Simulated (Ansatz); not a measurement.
Ansatz (a first-principles code) input (B3LYP-D3(BJ)/def2-TZVP):

Ansatz 0.2 input:
```yaml
crystal:
  periodic: [false, false, false]
  atoms:
    - {symbol: Si, position_ang: [0.00013137, 0.09379286, -0.00506959]}
    - {symbol: H, position_ang: [-1.28673356, -0.65435788, 0.04272540]}
    - {symbol: H, position_ang: [1.28489441, -0.65874222, 0.02824883]}
basis:
  gaussian:
    orbitals: def2-TZVP
hamiltonian:
  xc: b3lyp
  dispersion: d3bj
total_charge: 1
magnetization: {spin_polarized: true, initial_magnetization: 1}
phonons: {temperatures: {t_min: 298.15, t_max: 298.15, t_step: 100}}
```

Output:

```
Functional definition: B3LYP
integrals: 0.01 GiB planned
349 factors; their error is unknown
mean field: 0.11 GiB planned
mean field evaluation 1: about -7899.0695 eV, gradient 9.2e0 eV
mean field evaluation 2: about -7899.5997 eV, gradient 3.6e0 eV
mean field evaluation 4: about -7899.6902 eV, gradient 1.7e-1 eV
mean field evaluation 8: about -7899.7141 eV, gradient 5.8e-3 eV
mean field -7899.71412683 eV, -290.3091395423 hartree, gradient 7.5e-6 eV, S^2 0.752146; 0 other end points of the search recorded, 0 dependent functions left out
the calculation of the forces begins
reference -7899.71431693 eV, -290.3091465285 hartree; 8, 7 occupied and 41, 42 virtual orbitals, 349 factors
these checks for a lower state are left out or cut short: stability, starts, cluster_reference, orbital_swaps, neighbouring_geometries, increment
integrals: 0.01 GiB planned
349 factors; their error is unknown
mean field: 0.11 GiB planned
mean field evaluation 16: about -7899.6903 eV, gradient 6.8e-2 eV
mean field -7899.71408589 eV, -290.3091380379 hartree, gradient 2.3e-6 eV, S^2 0.752154; 0 other end points of the search recorded, 0 dependent functions left out
the calculation of the forces begins
reference -7899.71427603 eV, -290.3091450256 hartree; 8, 7 occupied and 41, 42 virtual orbitals, 349 factors
these checks for a lower state are left out or cut short: stability, starts, cluster_reference, orbital_swaps, neighbouring_geometries, increment
integrals: 0.01 GiB planned
349 factors; their error is unknown
mean field: 0.11 GiB planned
mean field -7899.71408811 eV, -290.3091381194 hartree, gradient 2.5e-6 eV, S^2 0.752139; 0 other end points of the search recorded, 0 dependent functions left out
the calculation of the forces begins
reference -7899.71427817 eV, -290.3091451042 hartree; 8, 7 occupied and 41, 42 virtual orbitals, 349 factors
these checks for a lower state are left out or cut short: stability, starts, cluster_reference, orbital_swaps, neighbouring_geometries, increment
integrals: 0.01 GiB planned
349 factors; their error is unknown
mean field: 0.11 GiB planned
mean field evaluation 32: about -7899.7141 eV, gradient 9.1e-6 eV
mean field -7899.71411135 eV, -290.3091389738 hartree, gradient 1.1e-6 eV, S^2 0.752140; 0 other end points of the search recorded, 0 dependent functions left out
the calculation of the forces begins
reference -7899.71430143 eV, -290.3091459587 hartree; 8, 7 occupied and 41, 42 virtual orbitals, 349 factors
these checks for a lower state are left out or cut short: stability, starts, cluster_reference, orbital_swaps, neighbouring_geometries, increment
integrals: 0.01 GiB planned
349 factors; their error is unknown
mean field: 0.11 GiB planned
mean field -7899.71410928 eV, -290.3091388973 hartree, gradient 1.4e-6 eV, S^2 0.752153; 0 other end points of the search recorded, 0 dependent functions left out
the calculation of the forces begins
reference -7899.71429941 eV, -290.3091458848 hartree; 8, 7 occupied and 41, 42 virtual orbitals, 349 factors
these checks for a lower state are left out or cut short: stability, starts, cluster_reference, orbital_swaps, neighbouring_geometries, increment
integrals: 0.01 GiB planned
349 factors; their error is unknown
mean field: 0.11 GiB planned
mean field -7899.71410442 eV, -290.3091387187 hartree, gradient 1.5e-6 eV, S^2 0.752142; 0 other end points of the search recorded, 0 dependent functions left out
the calculation of the forces begins
reference -7899.71429451 eV, -290.3091457046 hartree; 8, 7 occupied and 41, 42 virtual orbitals, 349 factors
these checks for a lower state are left out or cut short: stability, starts, cluster_reference, orbital_swaps, neighbouring_geometries, increment
integrals: 0.01 GiB planned
349 factors; their error is unknown
mean field: 0.11 GiB planned
mean field -7899.71410813 eV, -290.3091388551 hartree, gradient 8.9e-7 eV, S^2 0.752151; 0 other end points of the search recorded, 0 dependent functions left out
the calculation of the forces begins
reference -7899.71429824 eV, -290.3091458417 hartree; 8, 7 occupied and 41, 42 virtual orbitals, 349 factors
Total energy: -7899.75823474 eV, -290.3107604781 hartree
Atom 0 at     0.000131     0.093793    -0.005070 Å, force     0.000000     0.000009    -0.000000 eV/Å
Atom 1 at    -1.286734    -0.654358     0.042725 Å, force    -0.000009    -0.000004     0.000000 eV/Å
Atom 2 at     1.284894    -0.658742     0.028249 Å, force     0.000009    -0.000004     0.000000 eV/Å
Dipole moment:     0.000007     0.005351    -0.000289 e Å
Vibrations: 909.02 2136.80 2219.99 cm⁻¹, zero-point energy 0.326438 eV
```
